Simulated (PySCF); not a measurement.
# Calculated properties of `[H]/N=C/CC(=O)[O-]`

C3H4NO2 (charge -1).
Z-matrix (Å and degrees, PBE0-D3(BJ)/def2-SVP geometry), rows numbered from 1:
```
N 
C   1  1.2796
C   2  1.4774  1  124.66
C   3  1.5902  2  112.01  1   134.34
O   4  1.2456  3  114.19  2    36.55
O   4  1.2374  3  114.91  2  -145.47
H   1  1.0266  2  108.30  3  -177.03
H   2  1.1079  1  123.53  3   176.54
H   3  1.0997  2  111.65  1     7.89
H   3  1.1067  2  108.33  1  -111.50
```

Among its groups: carboxylate and imine.

PBE0-D3(BJ)/def2-SVP geometry optimisation, gas phase (PySCF):

```yaml
Point_group: C1
Rotational_constants_A_B_C: 8.872, 2.173, 1.876 GHz
```

From PBE0/pcSseg-1 ground state and GIAO shieldings, non-relativistic (PySCF):

```yaml
HOMO_energy: -1.41 eV
LUMO_energy: 4.24 eV
HOMO–LUMO_gap: 5.65 eV
Lowest_Hirshfeld_atomic_charge: -0.43 e on O5/O6
Highest_Hirshfeld_atomic_charge: +0.11 e on C4
13C_chemical_shifts_computed_TMS_as_zero_by_class: 194.3 (C2), 165.1 (C4), 53.5 (C3) ppm
1H_chemical_shifts_computed_TMS_as_zero_by_class: 8.58 (H8), 8.10 (H7), 2.45 (H9/H10) ppm
Isotropic_shieldings_of_nuclei_other_than_C_and_H_by_class: -53 (N1), -20 (O5/O6) ppm
Mayer_bond_orders_between_heavy_atoms: N1–C2 1.96, C2–C3 1.02, C3–C4 0.86, C4–O5 1.73, C4–O6 1.77
```

From B3LYP/pcJ-1 indirect spin-spin coupling, non-relativistic, gas phase; spin–dipole term left out for some pairs (PySCF):

```yaml
Largest_of_the_computed_one-bond_spin–spin_couplings_means_over_like_bonds: 13C–1H +160.7 (C2–H8), 13C–1H +131.9 (C3–H9 and 1 like it), 13C–13C +50.4 (C2–C3), 15N–1H -42.6 (N1–H7), 13C–13C +38.3 (C3–C4), 17O–13C +30.2 (O5–C4 and 1 like it), 15N–13C -3.0 (N1–C2) Hz
```

Monoisotopic mass of the ion (most abundant isotopes, electron mass counted): 86.0248 u.

The rotational constants make it an asymmetric top with κ = (2B − A − C)/(A − C) = -0.92, nearer the prolate limit (−1). With B = h/(8π²I), that is 505.379 GHz u Å² over I, the principal moments of inertia are 57.0, 232.6 and 269.5 u Å² (most abundant isotopes).

 The geometry's basis has no diffuse functions, a weakness for an anion. NMR classes are plain means over equivalent atoms (diastereotopic ones count apart unless rotation or inversion swaps them), as if these changed places fast; in this geometry the members of some classes differ. No diffuse functions stand in pcJ-1 and pcSseg-1, which bears on an anion's orbital energies.

One conformer stands for the species.
